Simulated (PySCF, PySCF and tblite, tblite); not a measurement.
# Ethylamine (C₂H₇N): conformers and averaged spectra, part 1 of 2

Which conformers does Ethylamine (C₂H₇N) (`CCN`) populate, and what do their averaged NMR parameters look like?

Computed with tblite 0.8.0 (tight binding) and PySCF 2.14.0 (DFT, with response routines of our own); each step states its level. Atoms count from 0 throughout.

## Step 1: The starting structure

10 atoms, charge 0, multiplicity 1; geometry from: MMFF94s geometry.

Bonds of the start (Å): C0–C1 1.53, C0–H3 1.11, C0–H4 1.10, C0–H5 1.08, C1–H6 1.09, C1–H7 1.10, C1–N2 1.44, N2–H8 1.02, N2–H9 1.02.

## Step 2: GFN2-xTB relaxation, conformer 1

The job: settings as JSON, then the geometry in Å.

```
{"job": {"xc": "GFN2-xTB", "basis": "xTB", "kind": "relax"}, "charge": 0, "multiplicity": 1}
C      0.966900     0.310200     0.237300
C     -0.127700    -0.617500    -0.286400
N     -1.432900    -0.015100    -0.166100
H      0.981000     1.253400    -0.343700
H      0.796600     0.560700     1.299900
H      1.935800    -0.162200     0.147300
H      0.073300    -0.873000    -1.327300
H     -0.104100    -1.551000     0.299300
H     -1.451000     0.861800    -0.688900
H     -1.628900     0.237400     0.806200
```

Launch:

```console
OMP_NUM_THREADS=1 python ens_run.py task.json out
```

The driver reads the study from task.json and runs its stages one after another.

Standard output:

```text
step      E/eV     max force
  0    -292.61745    0.660
  1    -292.63500    0.248
  2    -292.64008    0.214
  3    -292.64368    0.142
  4    -292.64608    0.127
  5    -292.64780    0.101
  6    -292.64910    0.113
  7    -292.65035    0.078
  8    -292.65119    0.068
  9    -292.65173    0.066
 10    -292.65224    0.084
 11    -292.65286    0.083
 12    -292.65350    0.087
 13    -292.65395    0.069
 14    -292.65419    0.048
 15    -292.65435    0.041
 16    -292.65448    0.041
 17    -292.65458    0.031
 18    -292.65458    0.031
 19    -292.65461    0.020
 20    -292.65464    0.008
 21    -292.65464    0.008
 22    -292.65465    0.007
 23    -292.65465    0.006
 24    -292.65466    0.003
```

Wall time 0.06 s (1 thread of Arm Neoverse V1, shared host).

Relaxing gained 0.037 eV and moved the atoms by 0.04 Å on average (rms).

**GFN2-xTB relaxation, conformer 2**

The job: settings as JSON, then the geometry in Å.

```
{"job": {"xc": "GFN2-xTB", "basis": "xTB", "kind": "relax"}, "charge": 0, "multiplicity": 1}
C      1.125800     0.139100    -0.224200
C     -0.185700    -0.375600     0.357400
N     -1.308400     0.068800    -0.420300
H      1.137700     1.244500    -0.238800
H      1.967600    -0.209200     0.376800
H      1.249800    -0.210700    -1.253900
H     -0.163900    -1.471500     0.381000
H     -0.281000    -0.025100     1.403400
H     -1.347100     1.087800    -0.423700
H     -2.186000    -0.243400     0.019700
```

Standard output:

```text
step      E/eV     max force
  0    -292.57202    1.042
  1    -292.59111    0.276
  2    -292.59394    0.236
  3    -292.59790    0.124
  4    -292.59969    0.132
  5    -292.60180    0.101
  6    -292.60278    0.082
  7    -292.60351    0.062
  8    -292.60380    0.038
  9    -292.60380    0.038
 10    -292.60389    0.032
 11    -292.60401    0.028
 12    -292.60409    0.034
 13    -292.60425    0.032
 14    -292.60435    0.026
 15    -292.60444    0.028
 16    -292.60454    0.029
 17    -292.60466    0.034
 18    -292.60476    0.028
 19    -292.60481    0.020
 20    -292.60483    0.018
 21    -292.60486    0.015
 22    -292.60489    0.019
 23    -292.60492    0.018
 24    -292.60495    0.014
 25    -292.60498    0.015
 26    -292.60501    0.017
 27    -292.60504    0.018
 28    -292.60508    0.018
 29    -292.60511    0.017
 30    -292.60516    0.021
 31    -292.60521    0.020
 32    -292.60525    0.016
 33    -292.60528    0.015
 34    -292.60530    0.012
 35    -292.60530    0.009
 36    -292.60531    0.007
 37    -292.60532    0.006
 38    -292.60532    0.005
 39    -292.60533    0.004
```

It took 0.12 s on 1 thread of Arm Neoverse V1, shared host.

Relaxing gained 0.033 eV and moved the atoms by 0.04 Å on average (rms).

## Step 3: Shieldings, conformer 1: PBE0/pcSseg-1

The job: settings as JSON, then the geometry in Å.

```
{"job": {"xc": "PBE0", "basis": "pcSseg-1", "kind": "nmr", "pop": true}, "charge": 0, "multiplicity": 1}
C      0.998970     0.317471     0.242656
C     -0.122100    -0.593644    -0.266014
N     -1.455051    -0.024779    -0.175705
H      1.024196     1.244331    -0.328788
H      0.842771     0.563401     1.292155
H      1.962980    -0.174763     0.143744
H      0.056496    -0.843017    -1.315711
H     -0.125266    -1.525289     0.306507
H     -1.502864     0.836625    -0.710782
H     -1.671250     0.204318     0.789410
```

Standard output:

```text
coarse grid: 7576 points
cycle   1  E = -134.9379981669  dE =  9.125e-02  |g| = 3.809e-01  |ddm| = 2.475e+00
cycle   2  E = -134.9301333670  dE =  7.865e-03  |g| = 4.376e-01  |ddm| = 6.907e-01
cycle   3  E = -134.9735995335  dE = -4.347e-02  |g| = 3.614e-02  |ddm| = 3.608e-01
cycle   4  E = -134.9738109588  dE = -2.114e-04  |g| = 1.533e-02  |ddm| = 3.273e-02
cycle   5  E = -134.9738608219  dE = -4.986e-05  |g| = 3.774e-03  |ddm| = 1.321e-02
cycle   6  E = -134.9738640128  dE = -3.191e-06  |g| = 4.194e-04  |ddm| = 3.016e-03
final grid: 71016 points
cycle   7  E = -134.9892096598  dE = -1.941e-05  |g| = 7.219e-03  |ddm| = 1.827e-02
cycle   8  E = -134.9892053159  dE =  4.344e-06  |g| = 8.479e-03  |ddm| = 1.193e-02
cycle   9  E = -134.9892222616  dE = -1.695e-05  |g| = 3.546e-04  |ddm| = 6.401e-03
cycle  10  E = -134.9892222823  dE = -2.072e-08  |g| = 1.709e-04  |ddm| = 3.355e-04
cycle  11  E = -134.9892222886  dE = -6.294e-09  |g| = 1.883e-05  |ddm| = 1.323e-04
cycle  12  E = -134.9892222887  dE = -6.980e-11  |g| = 5.590e-06  |ddm| = 1.871e-05
converged SCF energy = -134.9892222887

GIAO shielding tensors (ppm)
atom      isotropic    diamagn.    paramagn.     s11        s22        s33       span
  0 C      161.355     249.135     -87.780    142.279    155.602    186.183     43.904
  1 C      143.990     243.640     -99.650    121.156    144.243    166.571     45.415
  2 N      220.542     315.804     -95.262    194.833    222.198    244.595     49.761
  3 H       30.804      30.907      -0.102     27.929     28.862     35.621      7.693
  4 H       30.804      30.908      -0.104     27.930     28.861     35.622      7.692
  5 H       30.533      30.023       0.510     26.562     27.660     37.376     10.813
  6 H       28.945      29.736      -0.791     23.721     28.685     34.430     10.709
  7 H       28.947      29.743      -0.796     23.724     28.687     34.430     10.706
  8 H       31.293      32.037      -0.744     25.231     28.899     39.750     14.519
  9 H       31.290      32.039      -0.749     25.230     28.893     39.748     14.519
```

It took 4.1 s on 1 thread of Arm Neoverse V1, shared host; peak memory 0.4 GiB.

Key values: HOMO -6.67 eV, LUMO 1.46 eV; dipole 1.35 D.

## Step 4: Single-point energy, conformer 1: PBE0/def2-TZVP

The job, as its differences from that of step 3:

```diff
@@ -1,2 +1,2 @@
-{"job": {"xc": "PBE0", "basis": "pcSseg-1", "kind": "nmr", "pop": true}, "charge": 0, "multiplicity": 1}
+{"job": {"xc": "PBE0", "basis": "def2-TZVP", "kind": "sp"}, "charge": 0, "multiplicity": 1}
 C      0.998970     0.317471     0.242656
```

Standard output:

```text
coarse grid: 7576 points
cycle   1  E = -135.0296384742  dE =  8.085e-02  |g| = 3.950e-01  |ddm| = 1.960e+00
cycle   2  E = -135.0166448897  dE =  1.299e-02  |g| = 4.765e-01  |ddm| = 8.630e-01
cycle   3  E = -135.0679208407  dE = -5.128e-02  |g| = 4.117e-02  |ddm| = 5.060e-01
cycle   4  E = -135.0681883575  dE = -2.675e-04  |g| = 1.985e-02  |ddm| = 3.880e-02
cycle   5  E = -135.0682717730  dE = -8.342e-05  |g| = 4.192e-03  |ddm| = 1.439e-02
cycle   6  E = -135.0682757252  dE = -3.952e-06  |g| = 5.957e-04  |ddm| = 4.018e-03
final grid: 71016 points
cycle   7  E = -135.0584939187  dE = -4.329e-05  |g| = 7.370e-03  |ddm| = 3.524e-02
cycle   8  E = -135.0584888393  dE =  5.079e-06  |g| = 8.699e-03  |ddm| = 1.359e-02
cycle   9  E = -135.0585064340  dE = -1.759e-05  |g| = 4.889e-04  |ddm| = 7.279e-03
cycle  10  E = -135.0585064699  dE = -3.587e-08  |g| = 2.580e-04  |ddm| = 5.167e-04
cycle  11  E = -135.0585064841  dE = -1.430e-08  |g| = 3.136e-05  |ddm| = 1.710e-04
cycle  12  E = -135.0585064844  dE = -2.111e-10  |g| = 8.039e-06  |ddm| = 3.244e-05
converged SCF energy = -135.0585064844
```

Run time: 2.5 s. Hardware: 1 thread of Arm Neoverse V1, shared host; peak memory 0.56 GiB.

Key values: HOMO -6.76 eV, LUMO 1.09 eV; dipole 1.30 D.

## Step 5: Shieldings, conformer 2: PBE0/pcSseg-1

The job: settings as JSON, then the geometry in Å.

```
{"job": {"xc": "PBE0", "basis": "pcSseg-1", "kind": "nmr", "pop": false}, "charge": 0, "multiplicity": 1}
C      1.122763     0.144956    -0.220138
C     -0.178192    -0.359752     0.390228
N     -1.304654     0.068324    -0.424904
H      1.151330     1.232622    -0.206657
H      1.974791    -0.232526     0.339086
H      1.196890    -0.188588    -1.251265
H     -0.179902    -1.453602     0.398207
H     -0.245797    -0.015717     1.437588
H     -1.351661     1.082042    -0.448885
H     -2.176685    -0.273104    -0.035789
```

Standard output:

```text
coarse grid: 7576 points
cycle   1  E = -134.9367371159  dE =  9.487e-02  |g| = 3.872e-01  |ddm| = 2.489e+00
cycle   2  E = -134.9251948533  dE =  1.154e-02  |g| = 4.600e-01  |ddm| = 6.727e-01
cycle   3  E = -134.9733045915  dE = -4.811e-02  |g| = 3.197e-02  |ddm| = 3.619e-01
cycle   4  E = -134.9734598773  dE = -1.553e-04  |g| = 1.518e-02  |ddm| = 2.970e-02
cycle   5  E = -134.9735090304  dE = -4.915e-05  |g| = 3.142e-03  |ddm| = 1.233e-02
cycle   6  E = -134.9735112125  dE = -2.182e-06  |g| = 4.311e-04  |ddm| = 2.405e-03
final grid: 71016 points
cycle   7  E = -134.9888113369  dE = -1.824e-05  |g| = 7.491e-03  |ddm| = 1.673e-02
cycle   8  E = -134.9888059337  dE =  5.403e-06  |g| = 8.997e-03  |ddm| = 1.246e-02
cycle   9  E = -134.9888249852  dE = -1.905e-05  |g| = 3.881e-04  |ddm| = 6.636e-03
cycle  10  E = -134.9888250121  dE = -2.683e-08  |g| = 1.646e-04  |ddm| = 3.613e-04
cycle  11  E = -134.9888250177  dE = -5.618e-09  |g| = 2.350e-05  |ddm| = 1.236e-04
cycle  12  E = -134.9888250178  dE = -1.168e-10  |g| = 4.630e-06  |ddm| = 2.415e-05
converged SCF energy = -134.9888250178

GIAO shielding tensors (ppm)
atom      isotropic    diamagn.    paramagn.     s11        s22        s33       span
  0 C      167.142     247.101     -79.959    151.987    163.015    186.423     34.436
  1 C      144.494     244.159     -99.664    128.561    138.411    166.511     37.950
  2 N      226.247     314.011     -87.764    185.476    236.453    256.813     71.337
  3 H       30.768      30.295       0.473     27.212     28.997     36.095      8.882
  4 H       30.588      29.410       1.178     26.653     27.875     37.237     10.584
  5 H       30.356      29.544       0.812     27.024     28.096     35.947      8.923
  6 H       28.949      29.887      -0.938     24.536     28.076     34.236      9.700
  7 H       28.462      30.238      -1.776     23.069     27.878     34.439     11.370
  8 H       31.633      31.751      -0.118     25.087     30.001     39.811     14.724
  9 H       30.867      30.642       0.225     23.612     27.869     41.121     17.509
```

It took 2.8 s on 1 thread of Arm Neoverse V1, shared host; peak memory 0.42 GiB.

In short: HOMO -6.66 eV, LUMO 1.53 eV; dipole 1.35 D.

## Step 6: Single-point energy, conformer 2: PBE0/def2-TZVP

The job, as its differences from that of step 5:

```diff
@@ -1,2 +1,2 @@
-{"job": {"xc": "PBE0", "basis": "pcSseg-1", "kind": "nmr", "pop": false}, "charge": 0, "multiplicity": 1}
+{"job": {"xc": "PBE0", "basis": "def2-TZVP", "kind": "sp"}, "charge": 0, "multiplicity": 1}
 C      1.122763     0.144956    -0.220138
```

Standard output:

```text
coarse grid: 7576 points
cycle   1  E = -135.0277342743  dE =  8.456e-02  |g| = 4.013e-01  |ddm| = 1.968e+00
cycle   2  E = -135.0096009797  dE =  1.813e-02  |g| = 5.034e-01  |ddm| = 6.886e-01
cycle   3  E = -135.0670780418  dE = -5.748e-02  |g| = 3.729e-02  |ddm| = 3.913e-01
cycle   4  E = -135.0672799197  dE = -2.019e-04  |g| = 2.035e-02  |ddm| = 3.582e-02
cycle   5  E = -135.0673687580  dE = -8.884e-05  |g| = 3.321e-03  |ddm| = 1.381e-02
cycle   6  E = -135.0673711572  dE = -2.399e-06  |g| = 6.143e-04  |ddm| = 2.603e-03
final grid: 71016 points
cycle   7  E = -135.0584811073  dE = -3.877e-05  |g| = 7.727e-03  |ddm| = 3.157e-02
cycle   8  E = -135.0584744299  dE =  6.677e-06  |g| = 9.427e-03  |ddm| = 1.234e-02
cycle   9  E = -135.0584949966  dE = -2.057e-05  |g| = 5.533e-04  |ddm| = 6.570e-03
cycle  10  E = -135.0584950492  dE = -5.257e-08  |g| = 2.396e-04  |ddm| = 4.756e-04
cycle  11  E = -135.0584950612  dE = -1.199e-08  |g| = 3.911e-05  |ddm| = 1.658e-04
cycle  12  E = -135.0584950615  dE = -3.393e-10  |g| = 7.215e-06  |ddm| = 4.409e-05
converged SCF energy = -135.0584950615
```

Wall time 2.5 s (1 thread of Arm Neoverse V1, shared host); peak memory 0.57 GiB.

In short: HOMO -6.76 eV, LUMO 1.15 eV; dipole 1.27 D.

(Continued in part 2 of 2.)
